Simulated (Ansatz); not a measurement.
# CNS+ (triplet): energies up the ladder

Wanted for CNS+ (triplet): energies up the ladder. Charge +1. Spin multiplicity 3.

Program: Ansatz 0.2.0. Level of theory: the levels named in each step. These are calculated values, not measurements.

### Step 1. The system as given

Bond lengths: N1–C2 1.158 Å, C2–S3 1.629 Å. Angles: N1–C2–S3 180.0°.

Coordinates:

```xyz
3

N     0.0000    0.0000   -1.3145
C     0.0000    0.0000   -0.1570
S     0.0000    0.0000    1.4715
```

### Step 2. A rough first relaxation, PBE-D4/def2-SVP

The input, input.yaml:

```yaml
crystal:
  periodic: [false, false, false]
  atoms:
    - { symbol: "N", position_ang: [0.0, 0.0, -1.31451] }
    - { symbol: C, position_ang: [0.0, 0.0, -0.157] }
    - { symbol: S, position_ang: [0.0, 0.0, 1.47151] }
magnetization:
  spin_polarized: true
  initial_magnetization: 2
total_charge: 1
basis:
  gaussian: { orbitals: def2-SVP }
hamiltonian:
  xc: pbe
  dispersion: d4
relax:
  f_tol: 0.03
  max_steps: 200
```

The run is started by

```
ansatz run input.yaml --threads 2 --pin off --max-ram 5120MiB --backend cpu --events-out ev --progress --plain --runs-dir out
```

The runs that follow: Relaxation, PBE0-D4/def2-TZVPP; Frequencies, PBE0-D4/def2-TZVPP; Single point, PBE-D4/def2-TZVPP; Single point, r2SCAN-D4/def2-TZVPP; Single point, B3LYP-D4/def2-TZVPP; Single point, wB97M-V/def2-TZVPP; Single point, B2PLYP/def2-TZVPP; Single point, LDA/def2-TZVPP; Single point, PBE0-D4/def2-SVP; Single point, PBE-D4/def2-SVP; Single point, CCSD(T)/def2-TZVPP; Single point, CCSD(T)/def2-QZVPP.

Before running it: what results should come out? Wanted: N1–C2 at PBE0-D4/def2-TZVPP; C2–S3 at PBE0-D4/def2-TZVPP; frequencies at PBE0-D4/def2-TZVPP; energy at CCSD(T)/CBS.

**Answer**, as computed:

| quantity | value |
| --- | --- |
| N1–C2 at PBE0-D4/def2-TZVPP | 1.205 Å |
| C2–S3 at PBE0-D4/def2-TZVPP | 1.574 Å |
| frequencies at PBE0-D4/def2-TZVPP | 327 to 1685 cm⁻¹ |
| energy at CCSD(T)/CBS | -13335.026 eV |

**Reading.** No mode is imaginary, so the geometry is a minimum. These totals serve in differences with atoms or fragments at the same level; alone they don't rank the methods. A T1 diagnostic of 0.051 (charge +1) lies over the usual mark for one of the runs, a hint of some multireference character there. <S²> exceeds the pure value by up to 0.45: some mean fields break spin symmetry, which blurs their results.
